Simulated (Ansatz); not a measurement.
Energy profile

The step: BH₃S ([BH2][SH]) + H₂O → BH₃O ([BH2][OH]) + H₂S; bonds formed: S2–H5; dative contacts that become bonds: B1–O6; bonds broken: B1–S2, H5–O6 (atoms numbered as in the saddle structure below).

B1  (-0.298, -0.483, -0.437)
S2  (1.502, 0.476, -0.219)
H3  (-0.050, -1.656, -0.369)
H4  (-0.840, -0.066, -1.420)
H5  (0.404, 0.575, 0.859)
O6  (-0.858, 0.099, 0.856)
H7  (1.149, 1.643, -0.783)
H8  (-1.008, -0.587, 1.513)
(Å)

Electronic energies by CCSD(T) at an estimated basis limit (MP2 extrapolated from triple and quadruple zeta, plus CCSD(T) − MP2 in triple zeta), on PBE0-D4/def2-TZVP structures; BH5SO, closed shell; no counterpoise correction. Ansatz 0.2.0; basis: def2-TZVPP and def2-QZVPP; cores frozen in the correlated methods. Extrapolation: Hartree–Fock as exp(−7.88 √X), correlation as X^−2.97.

(1) Give the profile in kcal/mol, counted from the separated reactants. (Judge from chemistry; the value comes from the calculation.)

T1 diagnostic: at most 0.015.

Results:

(1) By the calculation:
```
                                                                                         point  kcal/mol
separated: BH3S (linked as [BH2][SH]; B1, S2, H3, H4, H7; singlet) + H2O (H5, O6, H8; singlet)      0.00
                                                                               start structure     -5.27
                                                                                        saddle     11.42
                                                                                 end structure    -11.40
separated: BH3O (linked as [BH2][OH]; B1, H3, H4, O6, H8; singlet) + H2S (S2, H5, H7; singlet)     -9.75
```

For scale, one of the runs: CCSD(T)/def2-TZVPP, 174 basis functions, launched by `ansatz run in.yaml --threads 2 --pin off --events-out ev --progress --plain --max-ram 4352MiB`. Hardware: 2 CPU threads of an Intel Xeon Platinum 8488C, shared host. Wall time 30 s; peak host memory 1.6 GiB.
